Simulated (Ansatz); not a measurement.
**Formaldehyde (CH₂O): ionisation energy by level of theory**

One table from this session's results is given with a row withheld; the runs are named, their logs left out.

Method: unrestricted cation, the program's frozen cores in correlated methods; program: Ansatz 0.2.0, Gaussian basis.

Levels to be run: UKS PBE-D4/def2-TZVPP; UKS r2SCAN-D4/def2-TZVPP; UKS PBE0-D4/def2-TZVPP; UKS B3LYP-D4/def2-TZVPP; UKS wB97X-V/def2-TZVPP; UKS wB97M-V/def2-TZVPP; UKS B2PLYP/def2-TZVPP; UHF-CCSD(T)/def2-TZVPP; UHF-CCSD(T)/def2-QZVPP; extrapolation to the limit; then −ε(HOMO) from the neutral's earlier runs with LDA (SPW92), PBE-D4, revPBE-D4, BLYP-D4, r2SCAN-D4, B97M-V, PBE0-D4, B3LYP-D4, r2SCANh-D4, r2SCAN0-D4, HSE06-D4, BHLYP-D4, CAM-B3LYP-D4, LC-ωPBE, ωB97X-V, ωB97M-V.

## The relaxed structure

The geometry comes from an earlier relaxation with PBE0-D4 in a triple-zeta def2 set; it is a stationary point.

SMILES `C=O`, 4 atoms, charge 0, spin multiplicity 1.

Atoms are counted from 1 here; the program's logs count them from 0.

Bond lengths: C1–O2 1.195 Å, C1–H3 1.109 Å, C1–H4 1.109 Å. Angles: O2–C1–H3 122.0°, O2–C1–H4 122.0°, H3–C1–H4 115.9°.

Set-up of the first run:

The input, in.yaml:

```yaml
crystal:
  periodic: [false, false, false]
  atoms:
    - {symbol: C, position_ang: [-0.002831, -0.002224, -0.003278]}
    - {symbol: O, position_ang: [0.692010, 0.544353, 0.801308]}
    - {symbol: H, position_ang: [-0.544833, 0.559743, -0.790486]}
    - {symbol: H, position_ang: [-0.144345, -1.101872, -0.007544]}
basis:
  gaussian: {orbitals: def2-TZVPP}
total_charge: 1
magnetization: {spin_polarized: true, initial_magnetization: 1}
hamiltonian: {xc: pbe, dispersion: d4}
```

Among the steps run: Cation, UKS PBE-D4/def2-TZVPP; Cation, UKS r2SCAN-D4/def2-TZVPP; Cation, UKS PBE0-D4/def2-TZVPP; Cation, UKS B3LYP-D4/def2-TZVPP; Cation, UKS wB97X-V/def2-TZVPP; Cation, UKS wB97M-V/def2-TZVPP; Cation, UKS B2PLYP (frozen core)/def2-TZVPP; Cation, UHF-CCSD(T)/def2-TZVPP; Cation, UHF-CCSD(T)/def2-QZVPP.

One table of the session follows, with a row left open; its other results are not shown here.

It belongs to the step «Ionisation energies side by side». For comparison, −ε(HOMO) of the neutral from earlier runs:

```
  functional  −ε(HOMO) (eV)
 LDA (SPW92)           6.27
      PBE-D4           6.18
   revPBE-D4           6.15
     BLYP-D4           6.14
   r2SCAN-D4           6.50
      B97M-V           6.67
     PBE0-D4           7.82
    B3LYP-D4           7.60
  r2SCANh-D4              ?
  r2SCAN0-D4           8.04
    HSE06-D4           7.41
    BHLYP-D4           9.45
CAM-B3LYP-D4           9.31
     LC-ωPBE          10.59
     ωB97X-V          10.29
     ωB97M-V          10.23
```

**Question.** Estimate the row for r2SCANh-D4.

Worked estimate for «−ε(HOMO) (eV)». Against the share of exact exchange, r2SCAN-D4 (0, 6.50), r2SCAN0-D4 (0.25, 8.04) give a slope of 6.16 per unit share; at 0.1 the line stands at 7.12.

The run gave: −ε(HOMO) (eV): 7.11. In «−ε(HOMO) (eV)» the line misses by +0.01.
